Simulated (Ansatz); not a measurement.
# SiNH₂+ (triplet): from Hartree-Fock to the top rungs, cc-pVDZ

How much of the correlation energy of SiNH₂+ (triplet) does each wave-function method recover here?

The runs use Ansatz 0.2.0, Gaussian basis; cc-pVDZ, core rule «outside noble gas», up to 6 orbitals frozen.

The runs, in order: UHF; CCSD(T) on ROHF; CCSD(T) on UHF; BCCD(T) on ROHF; CISD; CCSDT(Q) on ROHF; CCSDT(Q) on UHF; CASSCF and MRCISD+Q, 10 electrons in 10 orbitals; CASSCF and MRCISD+Q(relaxed), 10 electrons in 10 orbitals; CASSCF and NEVPT2, 10 electrons in 10 orbitals.

37 further runs of the same task are left out: 10 for a known fault of the program, 13 that didn't finish, 14 set aside as unsound or not needed.

**1. The geometry**

The geometry is a PBE0/def2-TZVP stationary point (not a proven minimum) of the parent state, kept for this charge and spin.

4 atoms, charge 1, spin multiplicity 3.

Atoms are counted from 1 here; the program's logs count them from 0.

Bond lengths: Si1–N2 1.803 Å, Si1–H3 1.495 Å, N2–H4 1.024 Å. Angles: N2–Si1–H3 111.4°, Si1–N2–H4 113.2°.

Geometry (Å):

```xyz
4
H2NSi
Si    0.00946   -0.10375    0.60220
N    -0.08724    0.14433   -1.18071
H     0.26563    1.18291    1.31906
H     0.68312   -0.29757   -1.69138
```

**2. UHF**

The input, in.yaml:

```yaml
crystal:
  periodic: [false, false, false]
  atoms:
    - {symbol: Si, position_ang: [0.009460, -0.103752, 0.602203]}
    - {symbol: N, position_ang: [-0.087242, 0.144329, -1.180713]}
    - {symbol: H, position_ang: [0.265634, 1.182906, 1.319057]}
    - {symbol: H, position_ang: [0.683123, -0.297565, -1.691380]}
basis:
  gaussian: {orbitals: cc-pVDZ}
total_charge: 1
magnetization: {spin_polarized: true, initial_magnetization: 2}
hamiltonian: {xc: hf}
output: {orbitals: {seedname: orbitals}}
```

Started as:

```bash
$ ansatz run in.yaml --threads 1 --pin off --events-out ev --progress --plain --max-ram 2393MiB
```

Further steps of the session: CCSD(T) on ROHF; CCSD(T) on UHF; BCCD(T) on ROHF; CISD; CCSDT(Q) on ROHF; CCSDT(Q) on UHF; CASSCF and MRCISD+Q, 10 electrons in 10 orbitals; CASSCF and MRCISD+Q(relaxed), 10 electrons in 10 orbitals; CASSCF and NEVPT2, 10 electrons in 10 orbitals.

Before running them: what should the planned runs give, taken together? Wanted: UCCSDT(Q) below the RHF energy; RMP2 from UCCSDT(Q); UMP2 from UCCSDT(Q); RCCSD from UCCSDT(Q); RCCSD(T) from UCCSDT(Q); UCCSD(T) from UCCSDT(Q); RCCSDT(Q) from UCCSDT(Q); NEVPT2 valence from UCCSDT(Q); MRCISD+Q valence from UCCSDT(Q).

As calculated:

```
                                quantity                                                 value
          UCCSDT(Q) below the RHF energy                                            -6.5350 eV
                     RMP2 from UCCSDT(Q)                                           +1110.4 meV
                     UMP2 from UCCSDT(Q)                                           +1119.1 meV
                    RCCSD from UCCSDT(Q)                                            +253.1 meV
                 RCCSD(T) from UCCSDT(Q)                                             +54.1 meV
                 UCCSD(T) from UCCSDT(Q)                                             +55.4 meV
                RCCSDT(Q) from UCCSDT(Q)                                              +3.6 meV
           NEVPT2 valence from UCCSDT(Q)                                            +931.2 meV
         MRCISD+Q valence from UCCSDT(Q)                                             +59.0 meV
MRCISD+Q(relaxed) valence from UCCSDT(Q)                                              +1.5 meV
       levels within 1 kcal/mol (43 meV)  RCCSDT, UCCSDT, RCCSDT(Q), MRCISD+Q(relaxed) valence
                           T1 diagnostic                                                 0.043
          effectively unpaired electrons                                                  2.03
```

In words: RCCSD(T) lands +54.1 meV from the yardstick (0.8 % of the correlation energy). The occupations are near whole numbers, but T1 = 0.043 shows that the orbitals relax strongly. Of the multireference levels listed MRCISD+Q(relaxed) valence comes nearest in total energy (+1.5 meV), which doesn't show that its space is the better one. These misses are within one basis, not against nature; the frozen cores of restricted and unrestricted runs differ, which can shift their rows.
